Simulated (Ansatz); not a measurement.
The input, for Ansatz 0.2.0:

```yaml
crystal:
  periodic: [false, false, false]
  atoms:
    - {symbol: Si, position_ang: [0.000000, -0.066958, 0.027365]}
    - {symbol: H, position_ang: [0.000000, 1.175040, -2.068235]}
    - {symbol: H, position_ang: [0.000000, 0.690694, 1.305739]}
basis:
  gaussian: {orbitals: cc-pVDZ}
magnetization: {spin_polarized: false, initial_magnetization: 2}
correlation: {method: ccsd_t, electrons: outside_noble_gas}
output: {forces: true}
```

```sh
$ ansatz run in.yaml --threads 1 --pin off --events-out ev --progress --plain --max-ram 2393MiB
```

The program prints:

```
275 factors; integrals over basis functions are off by at most 1.2e-3 eV
mean field evaluation 1: about -7888.3000 eV, gradient 6.4e0 eV
mean field evaluation 2: about -7888.3016 eV, gradient 6.4e0 eV
mean field evaluation 4: about -7888.8230 eV, gradient 1.0e0 eV
mean field evaluation 8: about -7888.7432 eV, gradient 5.1e-1 eV
mean field evaluation 16: about -7889.1979 eV, gradient 3.1e-5 eV
mean field evaluation 32: about -7888.7354 eV, gradient 1.7e-1 eV
mean field evaluation 64: about -7888.7458 eV, gradient 2.1e-1 eV
mean field evaluation 96: about -7888.7351 eV, gradient 1.7e-1 eV
mean field evaluation 128: about -7888.2624 eV, gradient 4.5e0 eV
mean field evaluation 160: about -7888.4946 eV, gradient 3.2e0 eV
mean field evaluation 192: about -7880.9073 eV, gradient 3.7e0 eV
mean field evaluation 224: about -7886.7879 eV, gradient 7.9e0 eV
mean field evaluation 256: about -7886.2738 eV, gradient 4.1e0 eV
mean field -7889.19787974 eV, -289.9226745902 hartree, gradient 2.5e-6 eV, S^2 2.000000; 9 other end points of the search recorded, 0 dependent functions left out
mean field evaluation 288: about -7889.0111 eV, gradient 3.5e0 eV
determinant -7889.19787974 eV, -289.9226745902 hartree, with singles and doubles -7892.02930312 eV, -290.0267274801 hartree
determinant -7888.58565315 eV, -289.9001756778 hartree, with singles and doubles -7891.21904269 eV, -289.9969509583 hartree
determinant -7886.08696650 eV, -289.8083506372 hartree, with singles and doubles -7890.15275355 eV, -289.9577655553 hartree
5 core orbitals not correlated: weight in the atoms' cores, before any rotation towards them, 1.000 or more for the frozen orbitals, at most 0.000 for the correlated occupied ones
reference -7889.19787974 eV, -289.9226745902 hartree; 4, 2 occupied and 19, 21 virtual orbitals, 275 factors
second order -1.90417335 eV of doubles, -0.09560091 eV of singles
cycle   1  -2.83281305 eV  change   -1.4e-3 eV  update   5.5e-3
cycle   2  -2.83740748 eV  change   -4.6e-3 eV  update   4.3e-3
cycle   3  -2.84169314 eV  change   -4.3e-3 eV  update   3.0e-3
cycle   4  -2.84762685 eV  change   -5.9e-3 eV  update   2.2e-3
cycle   5  -2.85295097 eV  change   -5.3e-3 eV  update   1.2e-3
cycle   6  -2.85494480 eV  change   -2.0e-3 eV  update   5.6e-4
cycle   7  -2.85539339 eV  change   -4.5e-4 eV  update   3.2e-4
cycle   8  -2.85524858 eV  change    1.4e-4 eV  update   1.6e-4
cycle   9  -2.85531579 eV  change   -6.7e-5 eV  update   6.7e-5
cycle  10  -2.85534498 eV  change   -2.9e-5 eV  update   3.2e-5
cycle  11  -2.85536125 eV  change   -1.6e-5 eV  update   1.6e-5
cycle  12  -2.85536186 eV  change   -6.1e-7 eV  update   6.5e-6
cycle  13  -2.85536079 eV  change    1.1e-6 eV  update   2.4e-6
cycle  14  -2.85536138 eV  change   -5.9e-7 eV  update   9.2e-7
cycle  15  -2.85536102 eV  change    3.6e-7 eV  update   4.6e-7
cycle  16  -2.85536138 eV  change   -3.6e-7 eV  update   2.3e-7
perturbative correction -0.07530344 eV, -0.0027673503 hartree
the calculation of the forces begins
Total energy: -7892.12854456 eV, -290.0303745356 hartree
Atom 0 at     0.000000    -0.066958     0.027365 Å, force     0.000000     0.332594    -1.736210 eV/Å
Atom 1 at     0.000000     1.175040    -2.068235 Å, force    -0.000000    -0.692827     1.232501 eV/Å
Atom 2 at     0.000000     0.690694     1.305739 Å, force    -0.000000     0.360232     0.503709 eV/Å
Dipole moment:    -0.000000    -0.034643     0.102567 e Å
```

Forces (eV/Å):
```
Si   0.000  0.333 -1.736
H    0.000 -0.693  1.233
H    0.000  0.360  0.504
```

For the same geometry and basis full CI lies 47.3 meV lower.

Ran on 1 thread of Arm Neoverse V2, shared host: 1.2 s wall, 0.09 GiB peak host memory.
